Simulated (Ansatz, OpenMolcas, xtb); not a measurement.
# Loss of H2: CH2O2 → CO2 + H2

Species: CH2O2 (formic acid) `O=CO`, singlet; CO2 (carbon dioxide) `O=C=O`, singlet; H2 (hydrogen), singlet. This is a balance of energies; it says nothing on the path, which may need atoms to shift.

Shapes, held fixed at every level: PBE0-D4/def2-TZVP. Flexible molecules stand in one conformer, not always the lowest. Programs: Ansatz 0.2.0, OpenMolcas 26.06, xtb 6.7.1. A level may come from different programs for different species; with the same settings they agree closely. The zero-point and thermal change to 298 K, harmonic and unscaled (PBE0-D4/def2-TZVP), is -24.5 kJ/mol.

| level | kind | ΔH(298 K) (kJ/mol) | less CCSD(T)/CBS estimate |
| --- | --- | --- | --- |
| GFN2-xTB | semi-empirical | -43.7 | -31.4 |
| HF/def2-SVP | Hartree–Fock | -10.7 | +1.6 |
| HF/cc-pVTZ | Hartree–Fock | -21.8 | -9.5 |
| revPBE/cc-pVTZ | GGA | -38.2 | -25.9 |
| r2SCAN-D4/def2-TZVPP | meta-GGA | -20.1 | -7.8 |
| B3LYP/cc-pVTZ | global hybrid | -24.4 | -12.1 |
| BHLYP/cc-pVTZ | global hybrid | -8.2 | +4.1 |
| MP2/cc-pVTZ | perturbation theory | -28.4 | -16.1 |
| CCSD(T)/CBS estimate | coupled cluster or CI | -12.3 | 0.0 |

The highest level, CCSD(T)/CBS estimate, gives ΔH(298 K) = -12.3 kJ/mol; the levels span -43.7 to -8.2. The column of differences is taken from that level and isn't an error. No measured value is set beside it here. The CBS estimate extrapolates MP2 from def2-TZVPP and def2-QZVPP and adds CCSD(T) − MP2 in the triple-zeta set, cores frozen; for H2 it overshoots the exact energy by about 1 mEh.
